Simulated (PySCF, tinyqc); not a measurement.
Orbital energy against energy difference: ionisation energy by orbital energies and by energy differences in the cc-pvdz basis, for BH, spin multiplicity 1. Computed by the program tinyqc with PySCF. Command: `OMP_NUM_THREADS=1 python tinyqc.py 115623 115624 out.jsonl`; one thread of a shared host (Intel(R) Xeon(R) Processor @ 2.60GHz), about 6 s.

Geometry (angstrom):
```
atom       x       y       z
B     0.0000  0.0000  0.0000
H     0.0000  0.0000  1.1630
```

CCSD(T) difference in the same basis = 9.5617 eV

IP-EOM-CCSD = 9.5880 eV

The cation is unrestricted; errors are against CCSD(T) in this basis, not against experiment.

First vertical ionisation energy (eV):
```
method     -e(HOMO)  E(cation) - E  error of -e(HOMO)  error of the difference
HF           9.3207       8.363601            -0.2410                  -1.1981
LDA          5.2267       9.594324            -4.3350                   0.0326
PBE          5.2544       9.507653            -4.3073                  -0.0541
B3LYP        6.2771       9.637274            -3.2846                   0.0755
PBE0         6.4620       9.462291            -3.0998                  -0.0994
CAM-B3LYP    7.8617       9.612932            -1.7000                   0.0512
LC-wPBE      9.2911       9.527805            -0.2706                  -0.0339
```

Koopmans errs by -0.24 eV and Delta-HF by -1.20 eV: relaxation, 0.96 eV, lowers the value and the missing correlation difference works against it. The PBE level is off by -4.3 eV through the wrong tail of its potential, though its energy difference is off by -0.05 eV; exact exchange deepens the level, and among the orbital energies HF comes closest; among the differences LDA does. The restricted reference is unstable here: a spin-polarised solution lies 0.0069 hartree lower (PySCF), so results built on it describe a poor reference.
